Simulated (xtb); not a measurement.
BCl3, SMILES B(Cl)(Cl)Cl. All values are semi-empirical tight-binding results from xtb (GFN2-xTB unless named), good for trends rather than for accurate numbers. Geometry optimised at GFN2-xTB. The isomer is the one that the SMILES or the coordinates give; other isomers of the formula were not compared.

```
Property                                        Result
--------------------------------------  --------------
point group as xtb finds it                        D3h
orbital gap                                    4.50 eV
dipole moment                                   0.05 D
zero-point energy                         3.8 kcal/mol
G − E(el) at 298.15 K (modified RRHO)   -13.6 kcal/mol
static polarisability (D4 model)            54.1 bohr³
solvation energy, GFN2-xTB/ALPB(water)   -0.8 kcal/mol
solvation energy, GFN2-xTB/ALPB(ether)   -3.9 kcal/mol
```
